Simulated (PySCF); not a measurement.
**Property card for B(NH3)H3 (`[H]B([H])([H])<-N`)**

B(NH3)H3.
Z-matrix (Å and degrees, PBE0-D3(BJ)/def2-SVP geometry), rows numbered from 1:
```
B 
N   1  1.6351
H   2  1.0205  1  111.22
H   2  1.0205  1  111.20  3  -120.00
H   2  1.0205  1  111.21  3   120.00
H   1  1.2248  2  105.41  3   179.69
H   1  1.2248  2  105.43  3    59.68
H   1  1.2248  2  105.43  3   -60.31
```

**PBE0-D3(BJ)/def2-SVP geometry optimisation, gas phase (PySCF)**

| Item | Value |
| --- | --- |
| Point group | C3v |
| Rotational constants A, B, C | 72.703, 17.929, 17.928 GHz |

From wB97X-D/def2-SVPD ground state and vertical TDDFT (core frozen in the response) (PySCF):

| Property | Result |
| --- | --- |
| Dipole moment | 5.46 D |
| HOMO energy | -9.69 eV |
| LUMO energy | 1.43 eV |
| HOMO–LUMO gap | 11.12 eV |
| Lowest singlet excitation | 6.86 eV (181 nm, f = 0.039 summed over 2 states within 0.01 eV) |
| Strongest line among the 10 lowest singlet transitions | S3/S4 at 8.55 eV (145 nm, f = 0.195 summed over these states) |
| Lowest triplet excitation (Tamm–Dancoff) | 6.80 eV |
| Static isotropic polarisability | 32.1 au |
| Electronic spatial extent ⟨r²⟩ about the centre of nuclear charge | 118 bohr² |

From KT2/pcSseg-1 ground state and GIAO shieldings, non-relativistic (PySCF):

| Property | Result |
| --- | --- |
| 1H chemical shifts (computed TMS as zero) by class | 2.48 (H3/H4/H5), 2.34 (H6/H7/H8) ppm |
| Isotropic shieldings of nuclei other than C and H, by class | 123 (B1), 222 (N2) ppm |

From B3LYP/pcJ-1 indirect spin-spin coupling, non-relativistic, gas phase (PySCF):

| Property | Result |
| --- | --- |
| Largest of the computed one-bond spin–spin couplings (means over like bonds) | 11B–1H +110.8 (B1–H6 and 2 like it), 15N–1H -71.8 (N2–H3 and 2 like it), 15N–11B -2.2 (N2–B1) Hz |

**delta-SCF UKS SCAN, pcX-2 on the ionised atom, pcseg-1 elsewhere, spin-free X2C (PySCF)**

| Quantity | Value |
| --- | --- |
| Core binding energies | B1s 193.9 (B1), N1s 408.2 (N2) eV |

Monoisotopic mass from the formula: 31.0593 u.

The rotational constants are those of a prolate symmetric top; the small spread among constants that symmetry makes equal is optimisation noise. The dipole equals about 18.2 × 10⁻³⁰ C·m (1 D = 3.33564 × 10⁻³⁰ C·m). The vertical singlet–triplet gap S1 − T1 is 0.06 eV (TDDFT singlet less Tamm–Dancoff triplet). The principal polarisabilities are 31.7, 31.7 and 32.9 au; their mean is the isotropic value. S1 lies 4.26 eV below the HOMO–LUMO gap. The polarisability is 4.75 Å³ as a volume (1 au = 0.148185 Å³), or 1.78 au for each of the 18 electrons.

For the geometry optimisation (PBE0-D3(BJ)/def2-SVP), hardware: Arm Neoverse N1, one thread, no GPU, shared host. Cost: 5.6 s wall.
